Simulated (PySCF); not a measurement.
**How well do the runs reproduce experiment for fluoroacetylene?**

**The experiment to reproduce.**

NIST CCCBDB Release 22 (SRD 101), experimental dipoles lists, for the gas: dipole moment (microwave Stark effect) 0.73 D.

The results are set against them at the end.

Compound: fluoroacetylene, C2HF.
SMILES with atom numbers: `[CH:1]#[C:2][F:3]` (hydrogens: H4 on C1)

Cartesian coordinates in Å at the PBE0-D3(BJ)/def2-SVP level; atoms count from 1:
```
atom  x, y, z in Å
C1    -0.612    0.000    0.005
C2     0.519    0.000   -0.407
F3     1.712    0.000   -0.843
H4    -1.619    0.000    0.373
```

The PySCF runs (gas phase, on this PBE0-D3(BJ)/def2-SVP geometry; no spin–orbit coupling):

```csv
level,job,basis functions,wall time
"PBE0-D3(BJ)/def2-SVP, grid level 1",geometry optimisation from an MMFF94s start,47,8.9 s
CAM-B3LYP/def2-SVPD,"10 singlets by full TDDFT, 4 Tamm–Dancoff triplets, polarisability, ΔSCF ions",71,3.6 s
BHandHLYP/def2-SVPD,"10 singlets by full TDDFT, 4 Tamm–Dancoff triplets, polarisability, ΔSCF ions",71,2.9 s
PBE0/6-31+G*,"10 singlets by full TDDFT, 4 Tamm–Dancoff triplets, polarisability",56,1.6 s
PBE0/aug-cc-pVDZ,"10 singlets by full TDDFT, 4 Tamm–Dancoff triplets, polarisability",78,2.0 s
PBE0/aug-cc-pVTZ,"10 singlets by full TDDFT, 4 Tamm–Dancoff triplets, polarisability",161,4.9 s
wB97X-D/def2-SVPD,"10 singlets by full TDDFT, 4 Tamm–Dancoff triplets, polarisability, ΔSCF ions",71,3.6 s
B3LYP/pcJ-1,spin–spin couplings from 4 perturbed nuclei,91,3.1 s
KT2/pcJ-1,spin–spin couplings from 4 perturbed nuclei,91,2.5 s
LDA/pcJ-1,spin–spin couplings from 4 perturbed nuclei,91,1.7 s
PBE/pcJ-1,spin–spin couplings from 4 perturbed nuclei,91,2.5 s
PBE0/pcJ-1,spin–spin couplings from 4 perturbed nuclei,91,2.0 s
```

Hardware: one thread of an x86-64 server, shared host.

All basis functions are spherical.

Results beside the measurements:

**Dipole moment.** Measured: 0.73 D (NIST CCCBDB Release 22 (SRD 101), experimental dipoles).

| level | computed (D) | computed − measured (D) | % (from the printed values) |
| --- | --- | --- | --- |
| PBE0-D3(BJ)/def2-SVP | 0.52 | -0.21 | -29 |
| CAM-B3LYP/def2-SVPD | 0.71 | -0.02 | -3 |
| BHandHLYP/def2-SVPD | 0.80 | +0.07 | +10 |
| PBE0/6-31+G* | 0.66 | -0.07 | -10 |
| PBE0/aug-cc-pVDZ | 0.60 | -0.13 | -18 |
| PBE0/aug-cc-pVTZ | 0.58 | -0.15 | -21 |
| wB97X-D/def2-SVPD | 0.68 | -0.05 | -7 |
| B3LYP/pcJ-1 | 0.61 | -0.12 | -16 |
| KT2/pcJ-1 | 0.47 | -0.26 | -36 |
| LDA/pcJ-1 | 0.50 | -0.23 | -32 |
| PBE/pcJ-1 | 0.43 | -0.30 | -41 |
| PBE0/pcJ-1 | 0.61 | -0.12 | -16 |

12 of the 22 levels run are shown, the closest and the furthest among them. The computed dipoles belong to one fixed geometry; measured ones are averaged over vibrations unless marked μe. Magnitudes are compared, not signs.

No measured geometry was used, and the causes of the misses weren't examined.
